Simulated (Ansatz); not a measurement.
## Density of states of Yb

```xyz
1
Lattice="0.0000 2.6113 2.6113 2.6113 0.0000 2.6113 2.6113 2.6113 0.0000" Properties=species:S:1:pos:R:3 pbc="T T T"
Yb    0.0000    0.0000    0.0000
```

The cell was built from the fcc type and relaxed in the same program, and has space group Fm-3m; it needn't be a known or the stable phase.

Semilocal functionals without a Hubbard term describe localised f shells poorly; where the shell is localised, the real material differs.

No spin–orbit coupling, which matters for the heavy atoms here.

Theory: DFT, PBE, all-electron LAPW, scalar-relativistic (Ansatz 0.2.0).

Settings: a Γ-centred 13×13×13 k mesh, Fermi–Dirac smearing of 0.05 eV, basis error target 0.25 meV/atom, no spin polarisation.

States per eV and cell, averaged over 0.4 eV, from -5.0 to 2.0 eV, with energies (bin centres) from the Fermi level; empty bins are left out. The partial columns, the largest 4 alone, are projections on Löwdin-orthogonalised atomic shells (those that the program's projection atoms carry: the occupied ones and, for some elements, an empty d or f shell; other empty shells have no column), summed over atoms of an element. Weights on diffuse s and p shells depend on that basis and aren't pure angular character.

```
E (eV)  total  Yb 4f  Yb 5d  Yb 6s  Yb 5p
  -4.9   0.08   0.00   0.00   0.07   0.00
  -4.5   0.13   0.00   0.02   0.10   0.00
  -4.1   0.17   0.00   0.04   0.13   0.00
  -3.7   0.22   0.00   0.07   0.14   0.00
  -3.3   0.27   0.00   0.10   0.15   0.01
  -2.9   0.32   0.00   0.14   0.16   0.01
  -2.5   0.39   0.00   0.20   0.17   0.01
  -2.1   0.51   0.00   0.31   0.17   0.01
  -1.7   0.68   0.01   0.47   0.17   0.01
  -1.3   0.79   0.04   0.58   0.14   0.01
  -0.9   0.92   0.18   0.62   0.10   0.01
  -0.5  34.30  33.51   0.70   0.05   0.01
  -0.1   1.30   0.81   0.45   0.02   0.01
   0.3   2.26   0.19   1.86   0.04   0.03
   0.7   1.38   0.08   1.17   0.05   0.01
   1.1   1.66   0.06   1.46   0.06   0.02
   1.5   1.79   0.05   1.41   0.14   0.01
   1.9   1.02   0.02   0.91   0.07   0.00
```

**Question.** Which of the resolved shells contributes most within 0.3 eV of the Fermi level?

**Answer.** Yb 5d, with 58 % of all states there; Yb 4f follows with 38 %.

**Question.** Where is the centre of the filled Yb 4f states between -14 eV and the top of the filled states?

**Answer.** -0.40 eV from the Fermi level.
